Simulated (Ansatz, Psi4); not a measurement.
Process, species as SMILES: Cl[CH]Cl → Cl[CH-]Cl (an electron is taken up)

Quantity: adiabatic electron affinity (0 K, with zero-point energies), in eV. Positive where the reaction releases energy. Set-up: no spin-orbit coupling; frozen cores in correlated levels; 6-31G* and kin with 6d, 5d where marked; non-relativistic; no dispersion term unless named; open shells spin-unrestricted; 6-311+G** with 5d, 6d on Na to Ar in Ansatz (an electronic-structure program). CBS(X,Y): correlation extrapolated as X^-3; Hartree-Fock from the larger set. The bracket is a focal-point correction in the basis named. Ab initio and DFT rows: single points at B3LYP-D3(BJ) geometries (Ansatz), with unscaled harmonic terms from B3LYP/6-31G* at its own minima. Anions need diffuse functions, which STO-3G, LANL2DZ, def2-SVP, cc-pVDZ and Pople sets without + lack.

Coupled cluster (Ansatz) is a level with limits of its own, used here on species with T1 under 0.025 (0.045 for open shells) and stable references: RI-MP2/CBS(aug-cc-pV(T+d)Z,aug-cc-pV(Q+d)Z)+[CCSD(T)-MP2]/aug-cc-pV(T+d)Z.

Value to compare with, RI-MP2/CBS(aug-cc-pV(T+d)Z,aug-cc-pV(Q+d)Z)+[CCSD(T)-MP2]/aug-cc-pV(T+d)Z (Ansatz): 1.46 eV.

```csv
level,program,"adiabatic electron affinity (0 K, with zero-point energies) (eV)",difference
HF/6-311+G**,Ansatz,0.37,-1.09
SVWN5/6-31G*,Ansatz,0.84,-0.62
PBE/6-31G*,Ansatz,0.91,-0.55
B3LYP/6-31G*,Ansatz,1.06,-0.40
PBE0/6-31G*,Ansatz,0.88,-0.58
wB97X-D/6-31G*,Psi4,1.01,-0.45
r2SCAN-D4/def2-TZVPD,Ansatz + dftd4,1.20,-0.26
wB97M-V/def2-TZVPD,Ansatz,1.36,-0.10
wB97X-V/def2-TZVPD,Ansatz,1.25,-0.21
```

Among the 6 habitual levels, HF/6-311+G** lies farthest from RI-MP2/CBS(aug-cc-pV(T+d)Z,aug-cc-pV(Q+d)Z)+[CCSD(T)-MP2]/aug-cc-pV(T+d)Z (Ansatz) (-1.09 eV); 0 of 6 lie above it, and their mean absolute difference is 0.61 eV, the median 0.56. One case shows no general order.

The levels are drawn from those run, B3LYP/6-31G* more often than the rest, none by its result; runs whose electronic state is in doubt are left out.
